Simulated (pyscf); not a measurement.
PySCF, gas phase, ωB97X-D3(BJ)/def2-SVP geometries. Correlated levels are frozen-core, on RHF or UHF. ΔMP2 is the change of the MP2 total energy from the triple- to the quadruple-zeta basis.

Task: For the elementary gas-phase step •C≡N + methane (CH₄) → acetonitrile (H₃C–C≡N) + H atom (H•) (doublet surface; C–H broken, C–C formed), what barrier and reaction energy does CCSD(T)/def2-TZVPP + ΔMP2(QZVPP) give, measured from the separated reactants?

Result: ΔE‡ = 113.8 kJ/mol, ΔE = -67.4 kJ/mol. Zero-point energy shifts the barrier by -7.3 kJ/mol. It is a substitution at C, with an imaginary mode of 1297i cm⁻¹. One saddle was located; it need not be the lowest between these sides. The angle at the attacked C is 180°. The CCSD(T) − MP2 part came from Ansatz, without density fitting, on the same reference. An open-shell T1 diagnostic exceeds 0.045. A UHF reference is spin-contaminated (<S²> up to 1.14), which harms MP2 most.
